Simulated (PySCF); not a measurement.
Mapped SMILES: `[O:1]=[C:2]([F:3])[CH:4]1[CH2:5][CH2:6]1`; H(Xn) means a hydrogen on atom n. Ha(C5), Ha(C6) are cis to C2 on the ring; Hb(C5), Hb(C6) are trans to C2 on the ring.

GIAO PBE0/pcSseg-1 shifts (PySCF 2.14, gas phase, non-relativistic, equivalent atoms averaged), each against references optimised in the same way as the molecule (H2O, TMS, CFCl3).

On the GFN2-xTB geometry: O1 409.9, C2 175.7, C5/C6 14.2, C4 12.6, F3 69.7, H(C4) 1.65, Ha(C5)/Ha(C6) 1.18, Hb(C5)/Hb(C6) 1.12 ppm.

Task: What changes on the PBE0-D3(BJ)/def2-SVP geometry?

Result: 
| atoms | δ (ppm) | change |
| --- | --- | --- |
| O1 | 407.7 | -2.2 |
| C2 | 174.2 | -1.5 |
| C5/C6 | 13.3 | -0.9 |
| C4 | 11.9 | -0.7 |
| F3 | 59.1 | -10.6 |
| H(C4) | 1.37 | -0.28 |
| Ha(C5)/Ha(C6) | 1.10 | -0.08 |
| Hb(C5)/Hb(C6) | 1.03 | -0.09 |

Unscaled 19F shifts against computed CFCl3 carry errors that often reach 10 to 50 ppm.

Bonds between heavy atoms that differ most (equivalent bonds averaged): C2–F3 1.372 → 1.340 Å, C2–C4 1.461 → 1.474 Å, O1–C2 1.182 → 1.187 Å, C4–C5 1.515 → 1.513 Å. Mean change of bonds to hydrogen: C–H +0.013 Å.
